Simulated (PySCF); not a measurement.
Static response to an electric field

Species: carbon tetrafluoride, CF4.
Atom-mapped SMILES: `[F:1][C:2]([F:3])([F:4])[F:5]`

Structure used (GFN2-xTB), in Å, numbered top down from 1:
```
atom  x, y, z in Å
F1     0.3823    1.1140   -0.5884
C2     0.0017    0.0006   -0.0034
F3    -0.5151   -0.8103   -0.8990
F4     1.0395   -0.5749    0.5610
F5    -0.8999    0.2735    0.9127
```

Level: CAM-B3LYP/def2-SVPD (PySCF), static field, nuclei fixed, core orbitals frozen in the response. The polarisability tensor in these axes (au):

```
x   18.78  0.00  0.00
y    0.00 18.78  0.00
z    0.00  0.00 18.78
```

Question: Diagonalise the tensor; give its mean and Δα, where Δα² is half the sum of the squared differences of the eigenvalues.

Answer: Principal values 18.78, 18.78 and 18.79 au; mean 18.78 au = 2.78 Å³ = 3.10 × 10⁻⁴⁰ C²·m²/J; Δα = 0.00 au (0 % of the mean). Point group Td makes the tensor isotropic, so any spread comes from the grid or from a geometry that is symmetric only within 0.08 Å.

Question: What is the dipole moment?

Answer: 0.00 D; point group Td allows none.

Question: Refractivity n − 1 of an ideal gas of it at 500 K and 1 atm, from the electronic α?

Answer: N = p/kT = 1.4678 × 10¹⁹ cm⁻³, so n − 1 = 2π × N × 2.78 × 10⁻²⁴ cm³ = 257 × 10⁻⁶ at long wavelengths.

Question: What molar refraction does this α imply?

Answer: Lorentz–Lorenz: R = (4π/3)N_A α = 2.5225 cm³/(mol·Å³) × 2.78 Å³ = 7.0 cm³/mol, in the limit of long wavelengths.

Question: Form Σ f/ω² (atomic units) for the 8 lowest TDDFT singlets, given as eV and f, and set it beside the mean polarisability, which is this sum over all singlets: 12.23, 0.0000; 12.23, 0.0000; 12.23, 0.0000; 13.45, 0.1384; 13.45, 0.1384; 13.45, 0.1383; 13.62, 0.0000; 13.62, 0.0000.

Answer: They add up to 1.70 au, 9.0 % of the 18.78 au; the largest single term is 0.57 au, from the state at 13.45 eV. Terms in order: 0.00, 0.00, 0.00, 0.57, 0.57, 0.57, 0.00, 0.00 au. Higher excitations give the rest. The strengths listed sum to 0.415.

Isolated species at its GFN2-xTB geometry, gas phase.
